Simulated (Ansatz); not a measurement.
Relaxation of C4H12N2 (18 atoms, charge 0, multiplicity 1), to a largest force component of 0.015 eV/Å in at most 40 steps.

Computed with RKS PBE-D4/def2-SVP in Ansatz.

```xyz
18
Properties=species:S:1:pos:R:3:forces:R:3
C 0.463 -0.600 1.450 -1.98 3.44 -0.24
C 0.700 -0.059 0.016 1.16 -0.94 0.35
C 1.146 -1.231 -0.860 0.82 1.46 0.92
C -0.400 0.691 -0.667 -4.03 -0.16 2.49
N -1.673 -0.104 -0.800 1.01 -1.26 0.72
N -0.929 1.861 0.046 1.24 1.10 -0.08
H -0.375 -1.282 1.460 -0.60 -0.83 0.17
H 1.340 -1.026 1.853 1.53 -0.93 0.64
H 0.159 0.287 2.151 0.42 -1.20 -0.84
H 1.543 0.653 0.110 0.24 0.11 -0.15
H 1.419 -0.897 -1.837 0.18 0.34 -1.45
H 0.433 -2.004 -0.907 -1.55 -1.38 -0.24
H 2.029 -1.661 -0.432 1.15 -0.64 0.48
H -0.184 1.001 -1.649 1.22 0.75 -1.82
H -1.863 -0.208 -1.785 -0.37 -0.04 -0.84
H -1.453 -1.075 -0.506 -0.28 0.18 -0.10
H -0.146 2.537 0.115 -0.16 0.17 0.23
H -1.170 1.617 1.020 -0.02 -0.15 -0.25
```

Task: Where does it end, and by what steps?

Result: It converged. After 10 steps the energy has fallen by 0.849 eV; H15 moved furthest, 0.90 Å.

| step | energy less start (eV) | largest force component (eV/Å) | accepted |
| --- | --- | --- | --- |
| 0 | 0.0000 | 4.031 | yes |
| 1 | -0.5813 | 1.376 | yes |
| 2 | -0.6848 | 0.924 | yes |
| 3 | -0.7520 | 0.415 | yes |
| 4 | -0.7893 | 0.499 | yes |
| 5 | -0.8329 | 0.162 | yes |
| 6 | -0.8454 | 0.099 | yes |
| 7 | -0.8475 | 0.024 | yes |
| 8 | -0.8480 | 0.140 | yes |
| 9 | -0.8486 | 0.021 | yes |
| 10 | -0.8487 | 0.005 | yes |

```xyz
18
Properties=species:S:1:pos:R:3
C 0.432 -0.524 1.471
C 0.749 -0.094 0.036
C 1.262 -1.270 -0.805
C -0.453 0.622 -0.652
N -1.600 -0.276 -0.720
N -0.923 1.837 0.002
H -0.408 -1.247 1.484
H 1.312 -0.995 1.954
H 0.135 0.343 2.097
H 1.560 0.671 0.068
H 1.451 -0.968 -1.857
H 0.533 -2.109 -0.814
H 2.210 -1.676 -0.397
H -0.076 0.946 -1.662
H -2.372 0.220 -1.181
H -1.383 -1.097 -1.297
H -0.153 2.511 0.093
H -1.236 1.605 0.955
```

Time of the run: 39 s on 2 threads of Arm Neoverse V2, on a shared host, peak memory 0.19 GiB.
